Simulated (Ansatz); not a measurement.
# SnH₄⁺, doublet: reading a ladder of total energies

Geometry: displaced at random from a stationary point.

```yaml
atoms:
  - { symbol: Sn, position_ang: [0.0030, 0.0016, 0.0004] }
  - { symbol: H, position_ang: [0.4142, 1.1616, 1.1622] }
  - { symbol: H, position_ang: [-0.6673, -1.1708, 1.1543] }
  - { symbol: H, position_ang: [-0.5764, 1.0715, -1.1316] }
  - { symbol: H, position_ang: [0.4750, -1.2494, -1.2282] }
```

Basis def2-SVP with its core potentials; Ansatz 0.2.0. Correlated methods freeze the noble-gas cores and the filled d shells of p-block atoms, which leaves 7 electrons in 37 orbitals. R marks a restricted (for open shells ROHF) determinant, U an unrestricted one. No spin–orbit coupling is included; scalar relativity enters through the core potentials alone.

Full CI isn't at hand for all of this; UCCSDT(Q) serves as the reference, and is uncertain by about the last step of the cluster series.

Runs differ by some tens of microhartree through their thresholds and, for an open shell, their frozen cores, so steps under 0.03 kcal/mol mean nothing.

| level | total energy (hartree) |
| --- | --- |
| UHF | -215.238803 |
| UMP2 | -215.325418 |
| UCCSD | -215.358859 |
| UCCSD(T) | -215.361925 |
| UCCSDT | -215.363052 |
| UCCSDT(Q) | -215.363156 |

Task: What is the correlation energy at UCCSDT(Q), and what share of it do UMP2 and UCCSDT recover?

Result: E(corr) = -215.363156 − (-215.238803) = -0.124353 hartree = -3.384 eV. UMP2: -0.086615 / -0.124353 = 69.65 %. UCCSDT: -0.124249 / -0.124353 = 99.92 %.

Task: By how many kcal/mol does UCCSD(T) miss UCCSDT(Q) (1 hartree = 627.509 kcal/mol), and which steps make up the rest?

Result: -215.361925 − (-215.363156) = 0.001231 hartree = 0.77 kcal/mol. Steps: UCCSDT − UCCSD(T) = -0.71, UCCSDT(Q) − UCCSDT = -0.07 kcal/mol. That is within 1 kcal/mol of the reference in this basis, which itself misses far more of the correlation at the basis-set limit.
